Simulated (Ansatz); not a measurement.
Take InP in the zinc blende structure (space group F-43m, No. 216; a = 5.878 Å) as the base.

The values are results of PBEsol/PAW in Ansatz (an electronic-structure program), no SOC, not measurements.

```json
[
 {"level": "PBEsol", "band gap": "0.57 eV", "lattice parameter a": "5.878 Å", "electron mass at Γ": "0.046 mₑ"}
]
```

Measured: band gap 1.47 eV (static lattice; corrected from measurement; as listed in Wei Chen et al., Physical Review Materials (2018)); lattice parameter a 5.858 Å (static lattice; corrected from measurement; as listed in Daniel Mejia-Rodriguez, S. B. Trickey, Phys. Rev. B (2018)); electron mass at Γ 0.079 mₑ (temperature not stated; as listed in Magdalena Laurien, Oleg Rubel, Phys. Rev. B (2022)).

Computed minus measured — band gap: PBEsol -0.90 eV; lattice parameter a: PBEsol +0.3 %; electron mass at Γ: PBEsol -42 %. Measured values not marked as corrected hold thermal and zero-point effects that the static-lattice runs lack. A measured gap can be an optical one, lowered by exciton binding. Levels without spin-orbit coupling miss its lowering of the gap, often about a third of the valence-band splitting.

Effective masses come from finite differences of ±0.01 Å⁻¹. Stability against distortions was not tested.
